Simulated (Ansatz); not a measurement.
**Band gap of tetradymite Bi2Te3 at several levels of theory**

No measured value is used here.

```
level (code)                value (eV)  cell (Å³/atom)
---------------------  ---------------  --------------
LDA+SOC (Ansatz)       0.05 (indirect)           33.87
PBEsol+SOC (Ansatz)    0.06 (indirect)           33.87
revPBE (Ansatz)                   0.92           47.56
PBE-D3(BJ) (Ansatz)               0.26           33.66
PBE-D4 (Ansatz)                   0.26           33.64
r²SCAN+rVV10 (Ansatz)                ?           34.99
PBE0 (Ansatz)                        ?           33.87
G0W0@PBEsol (Ansatz)              0.57           33.87
```

### Question
What belongs in the gaps?

### Answer

- r²SCAN+rVV10 (Ansatz, a quantum-chemistry and plane-wave program), value (eV): 0.68
- PBE0 (Ansatz), value (eV): 1.13

Computed values are for a static lattice. Levels without +SOC have no spin–orbit coupling; where heavier elements are present it shifts gaps, mostly down, and can invert bands.  revPBE: for a layered or molecular solid the relaxed cell lies over 5 % above the published volume, where the minimum can be shallow. revPBE: the cell comes from a level without a dispersion term, which matters for the spacing of layers, chains or molecules. G0W0@PBEsol: filled d or f shells below the valence bands can shift G0W0 gaps through exchange with them, which wasn't tested here. G0W0@PBEsol: a quasiparticle level at a band edge is in doubt. Values are at the measured cell; revPBE at the level's own relaxed cell; PBE-D3(BJ) at the level's own equilibrium cell; PBE-D4 at the level's own equilibrium cell; r²SCAN+rVV10 at the level's own equilibrium cell. Cutoffs and k meshes differ between the levels. Ansatz's density-functional and Hartree–Fock values are scalar-relativistic unless marked +SOC, with PAW data made under PBE.
